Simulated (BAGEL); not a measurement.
# One shape, several levels: Si2H6 (disilane)

Wanted: a comparison of 4 runs (HF/STO-3G, HF/3-21G, HF/6-31G*, HF/aug-cc-pVDZ) of Si2H6 (disilane). 

Program for the calculation: BAGEL 1.2.2.

6 further runs of the same task are left out: 6 set aside as unsound or not needed.

**1. The molecule**

Si2H6: 8 atoms, total charge 0, spin state singlet. SMILES: `[SiH3][SiH3]`. The Si1–H5 distance was set to 1.934 Å, away from the relaxed value.

Bond lengths: Si1–Si2 2.338 Å, Si1–H3 1.488 Å, Si1–H4 1.488 Å, Si2–H6 1.488 Å, Si2–H7 1.488 Å, Si2–H8 1.488 Å. Angles: Si1–Si2–H6 110.3°, Si1–Si2–H7 110.3°, Si1–Si2–H8 110.3°, Si2–Si1–H3 110.3°, Si2–Si1–H4 110.3°, H6–Si2–H7 108.7°, H6–Si2–H8 108.7°, H7–Si2–H8 108.7°, H3–Si1–H4 108.7°. A long bond or contact: Si1–H5 1.934 Å.

**2. A single-point energy at HF/STO-3G (density fitting with qzvpp-jkfit) (run 1)**

Input file job.json:

```json
{ "bagel" : [

{
  "title" : "molecule",
  "basis" : "sto-3g",
  "df_basis" : "qzvpp-jkfit",
  "angstrom" : true,
  "geometry" : [
    { "atom" : "Si", "xyz" : [      -0.080242,       0.138019,      -1.091003 ] },
    { "atom" : "Si", "xyz" : [       0.623758,      -0.856581,       0.904897 ] },
    { "atom" : "H", "xyz" : [       1.094158,       0.596019,      -1.881003 ] },
    { "atom" : "H", "xyz" : [      -0.852642,      -0.836081,      -1.908003 ] },
    { "atom" : "H", "xyz" : [      -1.208000,       1.664100,      -0.717900 ] },
    { "atom" : "H", "xyz" : [       1.399258,       0.116419,       1.720197 ] },
    { "atom" : "H", "xyz" : [       1.488358,      -2.032681,       0.617897 ] },
    { "atom" : "H", "xyz" : [      -0.550742,      -1.311381,       1.696497 ] }
  ]
},

{
  "title" : "hf"
},

{
  "title" : "print",
  "file" : "orbitals.molden",
  "orbitals" : true
}

]}
```

Launch:

```bash
$ BAGEL_NUM_THREADS=1 BAGEL job.json > job.out
```

The program printed:

```text
* using 1 threads per process

  ===============================================================
  ===============================================================

  *** Geometry ***

  { "atom" : "Si", "xyz" : [     -0.151635,      0.260818,     -2.061697 ] },
  { "atom" : "Si", "xyz" : [      1.178732,     -1.618703,      1.710008 ] },
  { "atom" : "H", "xyz" : [      2.067659,      1.126313,     -3.554581 ] },
  { "atom" : "H", "xyz" : [     -1.611260,     -1.579964,     -3.605603 ] },
  { "atom" : "H", "xyz" : [     -2.282789,      3.144693,     -1.356634 ] },
  { "atom" : "H", "xyz" : [      2.644214,      0.220000,      3.250701 ] },
  { "atom" : "H", "xyz" : [      2.812589,     -3.841210,      1.167656 ] },
  { "atom" : "H", "xyz" : [     -1.040752,     -2.478151,      3.205915 ] },

  Number of auxiliary basis functions:      364

  Since a DF basis is specified, we compute 2- and 3-index integrals:
    o Being stored without compression. Storage requirement is 0.002 GB

  Number of basis functions:       24
  Number of electrons      :       34

    * METHOD: MOLECULE                             0.08

  *** RHF ***

  === Nuclear Repulsion ===
    89.3137342268

      * DIIS with orbital gradients will be used.

  === RHF iteration (sto-3g) ===
      0       -574.58710041          0.00954943           0.01
      1       -574.61310710          0.00201157           0.01
      2       -574.61421696          0.00048922           0.01
      3       -574.61430040          0.00003687           0.01
      4       -574.61430083          0.00000842           0.01
      5       -574.61430086          0.00000175           0.01
      6       -574.61430086          0.00000026           0.01
      7       -574.61430086          0.00000002           0.01
      8       -574.61430086          0.00000000           0.01
    * SCF iteration converged.

    * Permanent dipole moment:
           (   -0.114546,     0.155407,     0.017372) a.u.

    * METHOD: HF                                   0.12

    * METHOD: PRINT                                0.00

  ===============================================================
```

Wall time 0.36 s (1 thread of Arm Neoverse V2, shared host).

**3. The energy at HF/3-21G (density fitting with qzvpp-jkfit) (run 2)**

Input file job.json:

```json
{ "bagel": [

{
  "title": "molecule",
  "basis": "3-21g",
  "df_basis": "qzvpp-jkfit",
  "angstrom": "true",
  "geometry": [
    { "atom": "Si", "xyz": [   -0.080242,    0.138019,   -1.091003 ] },
    { "atom": "Si", "xyz": [    0.623758,   -0.856581,    0.904897 ] },
    { "atom": "H", "xyz": [    1.094158,    0.596019,   -1.881003 ] },
    { "atom": "H", "xyz": [   -0.852642,   -0.836081,   -1.908003 ] },
    { "atom": "H", "xyz": [   -1.208000,    1.664100,   -0.717900 ] },
    { "atom": "H", "xyz": [    1.399258,    0.116419,    1.720197 ] },
    { "atom": "H", "xyz": [    1.488358,   -2.032681,    0.617897 ] },
    { "atom": "H", "xyz": [   -0.550742,   -1.311381,    1.696497 ] }
  ]
},
{ "title": "hf" },
{ "title": "print", "file": "orbitals.molden", "orbitals": "true" }

]}
```

Launch:

```bash
$ BAGEL_NUM_THREADS=1 BAGEL job.json > job.out
```

The program printed:

```text
* using 1 threads per process

  ===============================================================
  ===============================================================

  *** Geometry ***

  { "atom" : "Si", "xyz" : [     -0.151635,      0.260818,     -2.061697 ] },
  { "atom" : "Si", "xyz" : [      1.178732,     -1.618703,      1.710008 ] },
  { "atom" : "H", "xyz" : [      2.067659,      1.126313,     -3.554581 ] },
  { "atom" : "H", "xyz" : [     -1.611260,     -1.579964,     -3.605603 ] },
  { "atom" : "H", "xyz" : [     -2.282789,      3.144693,     -1.356634 ] },
  { "atom" : "H", "xyz" : [      2.644214,      0.220000,      3.250701 ] },
  { "atom" : "H", "xyz" : [      2.812589,     -3.841210,      1.167656 ] },
  { "atom" : "H", "xyz" : [     -1.040752,     -2.478151,      3.205915 ] },

  Number of auxiliary basis functions:      364

  Since a DF basis is specified, we compute 2- and 3-index integrals:
    o Being stored without compression. Storage requirement is 0.004 GB

  Number of basis functions:       38
  Number of electrons      :       34

    * METHOD: MOLECULE                             0.09

  *** RHF ***

  === Nuclear Repulsion ===
    89.3137342268

      * DIIS with orbital gradients will be used.

  === RHF iteration (3-21g) ===
      0       -578.17908481          0.00887523           0.02
      1       -578.20197879          0.00237442           0.02
      2       -578.20336177          0.00039219           0.02
      3       -578.20342084          0.00004912           0.02
      4       -578.20342210          0.00000758           0.02
      5       -578.20342213          0.00000215           0.02
      6       -578.20342213          0.00000046           0.02
      7       -578.20342213          0.00000008           0.02
      8       -578.20342213          0.00000001           0.02
      9       -578.20342213          0.00000000           0.02
    * SCF iteration converged.

    * Permanent dipole moment:
           (   -0.164399,     0.223526,    -0.000359) a.u.

    * METHOD: HF                                   0.21

    * METHOD: PRINT                                0.00

  ===============================================================
```

Run time: 0.46 s. Hardware: 1 thread of Arm Neoverse V2, shared host.

Run 3 isn't shown in full; the table further down has it.

**4. The energy at HF/aug-cc-pVDZ (density fitting with qzvpp-jkfit) (run 4)**

Input file input.json:

```json
{ "bagel" : [

{
  "title" : "molecule",
  "basis" : "aug-cc-pvdz.json",
  "df_basis" : "qzvpp-jkfit",
  "angstrom" : true,
  "geometry" : [
    { "atom" : "Si", "xyz" : [      -0.080242,       0.138019,      -1.091003 ] },
    { "atom" : "Si", "xyz" : [       0.623758,      -0.856581,       0.904897 ] },
    { "atom" : "H", "xyz" : [       1.094158,       0.596019,      -1.881003 ] },
    { "atom" : "H", "xyz" : [      -0.852642,      -0.836081,      -1.908003 ] },
    { "atom" : "H", "xyz" : [      -1.208000,       1.664100,      -0.717900 ] },
    { "atom" : "H", "xyz" : [       1.399258,       0.116419,       1.720197 ] },
    { "atom" : "H", "xyz" : [       1.488358,      -2.032681,       0.617897 ] },
    { "atom" : "H", "xyz" : [      -0.550742,      -1.311381,       1.696497 ] }
  ]
},

{
  "title" : "hf"
},

{
  "title" : "print",
  "file" : "orbitals.molden",
  "orbitals" : true
}

]}
```

The basis set aug-cc-pVDZ is read from a file made from the Basis Set Exchange's data (not shown).

Launch:

```bash
$ BAGEL_NUM_THREADS=1 BAGEL input.json > input.out
```

The program printed:

```text
* using 1 threads per process

  ===============================================================
  ===============================================================

  *** Geometry ***

  { "atom" : "Si", "xyz" : [     -0.151635,      0.260818,     -2.061697 ] },
  { "atom" : "Si", "xyz" : [      1.178732,     -1.618703,      1.710008 ] },
  { "atom" : "H", "xyz" : [      2.067659,      1.126313,     -3.554581 ] },
  { "atom" : "H", "xyz" : [     -1.611260,     -1.579964,     -3.605603 ] },
  { "atom" : "H", "xyz" : [     -2.282789,      3.144693,     -1.356634 ] },
  { "atom" : "H", "xyz" : [      2.644214,      0.220000,      3.250701 ] },
  { "atom" : "H", "xyz" : [      2.812589,     -3.841210,      1.167656 ] },
  { "atom" : "H", "xyz" : [     -1.040752,     -2.478151,      3.205915 ] },

  Number of auxiliary basis functions:      364

  Since a DF basis is specified, we compute 2- and 3-index integrals:
    o Being stored without compression. Storage requirement is 0.034 GB

  Number of basis functions:      108
  Number of electrons      :       34

    * METHOD: MOLECULE                             0.16

  *** RHF ***

  === Nuclear Repulsion ===
    89.3137342268

      * DIIS with orbital gradients will be used.

  === RHF iteration (aug-cc-pvdz.json) ===
      0       -581.24208326          0.00877308           0.06
      1       -581.29594364          0.00265172           0.06
      2       -581.30141657          0.00075852           0.06
      3       -581.30183422          0.00009737           0.06
      4       -581.30184272          0.00001647           0.06
      5       -581.30184299          0.00000240           0.06
      6       -581.30184299          0.00000045           0.06
      7       -581.30184299          0.00000016           0.06
      8       -581.30184299          0.00000003           0.06
      9       -581.30184299          0.00000001           0.06
     10       -581.30184299          0.00000000           0.06
    * SCF iteration converged.

    * Permanent dipole moment:
           (   -0.206887,     0.280996,     0.015486) a.u.

    * METHOD: HF                                   0.76

    * METHOD: PRINT                                0.02

  ===============================================================
```

Wall time 1.1 s (1 thread of Arm Neoverse V2, shared host); peak memory 0.11 GiB.

**5. All runs side by side**

| run | level | energy (Eh) | dipole moment (D) | HOMO energy (eV) | LUMO energy (eV) | wall time |
| --- | --- | --- | --- | --- | --- | --- |
| 1 | HF/STO-3G (density fitting with qzvpp-jkfit) | -574.614301 | 0.49 | -8.32 | 8.52 | 0.36 s |
| 2 | HF/3-21G (density fitting with qzvpp-jkfit) | -578.203422 | 0.71 | -10.87 | 2.94 | 0.46 s |
| 3 | HF/6-31G* (density fitting with qzvpp-jkfit, spherical functions) | -581.260755 | 0.96 | -10.87 | 2.88 | 0.55 s |
| 4 | HF/aug-cc-pVDZ (density fitting with qzvpp-jkfit) | -581.301843 | 0.89 | -10.87 | 1.01 | 1.1 s |

**6. Summary of results**

| quantity | value |
| --- | --- |
| run 4: total energy | -581.30184 Eh |
| run 4: dipole moment | 0.89 D |
| run 4: HOMO energy | -10.87 eV |
| run 4: LUMO energy | 1.01 eV |
| run 4: HOMO–LUMO gap | 11.88 eV |

What this shows: The dipole moment (its size) runs from 0.49 D (HF/STO-3G) to 0.96 D (HF/6-31G*). The HOMO–LUMO gap runs from 11.88 eV (HF/aug-cc-pVDZ) to 16.85 eV (HF/STO-3G). In run 1 the basis is minimal, so the values are rough. All runs together took 2.5 s, the longest 1.1 s.
